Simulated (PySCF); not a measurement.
Reproducing measurements on 3,3-dimethyl-1-butyne

**Measured values to compare with.**

NIST CCCBDB Release 22 (SRD 101), experimental dipoles lists, for the gas: dipole moment 0.661 ± 0.004 D.

The results are set against them at the end.

Compound: 3,3-dimethyl-1-butyne, C6H10.
Numbering: `[CH:1]#[C:2][C:3]([CH3:4])([CH3:5])[CH3:6]` (hydrogens: H7 on C1; H8, H9, H10 on C4; H11, H12, H13 on C5; H14, H15, H16 on C6)

Structure used (GFN2-xTB), in Å, numbered top down from 1:
```
atom  x, y, z in Å
C1     0.4306    2.3624    1.0143
C2     0.2320    1.2783    0.5485
C3    -0.0087   -0.0422   -0.0190
C4    -1.3267   -0.5907    0.5401
C5    -0.0962    0.0823   -1.5445
C6     1.1517   -0.9669    0.3677
H7     0.6049    3.3130    1.4225
H8    -1.2773   -0.6682    1.6242
H9    -1.5252   -1.5784    0.1287
H10   -2.1533    0.0674    0.2807
H11   -0.2764   -0.8941   -1.9900
H12    0.8313    0.4834   -1.9479
H13   -0.9087    0.7488   -1.8262
H14    1.2290   -1.0481    1.4502
H15    2.0931   -0.5772   -0.0149
H16    0.9921   -1.9608   -0.0460
```

The PySCF runs (gas phase, on this GFN2-xTB geometry; no spin–orbit coupling):

| level | job | basis functions |
| --- | --- | --- |
| PBE0/pcSseg-1 | shieldings, charges and field gradients | 152 |
| BP86/aug-pcSseg-1 | shieldings | 246 |
| mPW1PW91/pcseg-1, level shift 0.2 Eh | shieldings, charges and field gradients | 134 |
| CAM-B3LYP/def2-SVPD | 8 singlets by full TDDFT, 3 Tamm–Dancoff triplets, polarisability | 200 |
| PBE0/def2-SVPD | 6 singlets by full TDDFT, 2 Tamm–Dancoff triplets, polarisability | 200 |
| PBE0/pcseg-1, energy threshold 1e-08 Eh | 12 singlets by TDA, polarisability | 134 |
| wB97X/3-21G | 6 singlets by full TDDFT, 2 Tamm–Dancoff triplets, polarisability | 74 |
| B3LYP/pcJ-1 | spin–spin couplings from 16 perturbed nuclei, spin–dipole term left out | 262 |

Results beside the measurements:

**Dipole moment.** Measured: 0.661 D (NIST CCCBDB Release 22 (SRD 101), experimental dipoles).

```csv
level,computed (D),computed − measured (D),% (from the printed values)
PBE0/pcSseg-1,0.710,+0.049,+7
BP86/aug-pcSseg-1,0.776,+0.115,+17
mPW1PW91/pcseg-1,0.712,+0.051,+8
CAM-B3LYP/def2-SVPD,0.695,+0.034,+5
PBE0/def2-SVPD,0.721,+0.060,+9
PBE0/pcseg-1,0.706,+0.045,+7
wB97X/3-21G,0.622,-0.039,-6
B3LYP/pcJ-1,0.678,+0.017,+3
```

Closest is B3LYP/pcJ-1 (+0.017 D), furthest BP86/aug-pcSseg-1 (+0.115 D); one molecule doesn't rank methods. The computed dipoles belong to one fixed geometry; measured ones are averaged over vibrations unless marked μe. Magnitudes are compared, not signs.

No measured geometry was used, and the causes of the misses weren't examined.
